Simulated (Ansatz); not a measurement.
**Relaxing Ga₃Cl**

Method: DFT PBE, scalar-relativistic, plane waves, PAW in Ansatz 0.2.0. Cutoff 420 eV, Γ-centred k mesh, Gaussian smearing, no spin polarisation in the final step.

Ga₃Cl was placed on the sites of a reported Cu3Pd cell (P4/mmm, No. 123), with Cl in place of Pd, Ga in place of Cu, at a guessed volume.

```
CELL_PARAMETERS angstrom
4.23476 0.00000 0.00000
0.00000 4.23476 0.00000
0.00000 0.00000 4.19123
ATOMIC_POSITIONS crystal
Ga 0.00000 0.50000 0.50000
Ga 0.50000 0.00000 0.50000
Ga 0.50000 0.50000 0.00000
Cl 0.00000 0.00000 0.00000
```

Cell and atoms relax at zero pressure; the relaxation can't lower the symmetry of the start. After a coarse first stage the cell is made exact in the group found at 0.06 Å.

Formation energies are uncorrected and refer to the elements' standard structures at the same level (Cl₂ as a molecule).

(1) Which crystal results?

(2) What are its volume, energy, density and gap?

## Answers

(1) It keeps P4/mmm (No. 123), but not the shape of the type it started on. Conventional cell: a = 5.179 Å, c = 3.132 Å. Ga on Wyckoff site e (2 atoms of the primitive cell) is coordinated by 4 Cl at 3.03 Å, 6 Ga at 3.03–3.13 Å and 4 Ga at 3.66 Å; around Ga on Wyckoff site c (1 atom of the primitive cell) lie 10 Ga at 3.03–3.13 Å and 4 Cl at 3.66 Å; Cl has 8 Ga at 3.03 Å, 2 Cl at 3.13 Å and 4 Ga at 3.66 Å.

```xyz
4
Lattice="5.1790 0.0000 0.0000 0.0000 5.1790 0.0000 0.0000 0.0000 3.1321" Properties=species:S:1:pos:R:3 pbc="T T T"
Ga    0.0000    2.5895    1.5661
Ga    2.5895    0.0000    1.5661
Ga    2.5895    2.5895    0.0000
Cl    0.0000    0.0000    0.0000
```

(2) The volume per atom is 21.00 Å³ and the density is 4.84 g/cm³. The energy over the elements is -0.18 eV/atom and the gap on the 10×10×14 mesh is 0 eV (a metal).

The final run used a 10×10×14 mesh on its 4-atom cell and 0.10 eV smearing. For metals, differences of a few meV/atom aren't resolved. A structure relaxed within its symmetry needn't be a true minimum.

Cost: 4 runs of about 4.6 core-minutes in all, on Arm Neoverse N1 (shared hosts).